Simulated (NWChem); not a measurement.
C anion, quartet

Results from NWChem. Spin-unrestricted. Sets without diffuse functions describe the anion's extra electron poorly. No stability test was run on the SCF state. The highest occupied level is positive in some or all of these runs, so the extra electron may be held by the finite basis. Total energies compare along this basis series because the functional is fixed.

```
level           basis functions  energy (Ha)  highest occupied level (eV)  lowest empty minus highest occupied level, either spin (eV)
--------------  ---------------  -----------  ---------------------------  -----------------------------------------------------------
UHF/STO-3G                    5     -36.9624                         6.42                                                        20.28
UHF/def2-SVP                 14     -37.6450                        -1.19                                                        14.62
UHF/def2-SVPD                20     -37.6491                        -1.47                                                        11.27
UHF/def2-TZVP                31     -37.7034                        -1.77                                                        12.75
UHF/def2-TZVPD               37     -37.7039                        -1.81                                                         9.09
UHF/def2-TZVPP               31     -37.7034                        -1.77                                                        12.75
UHF/def2-QZVP                57     -37.7076                        -1.93                                                        11.44
```
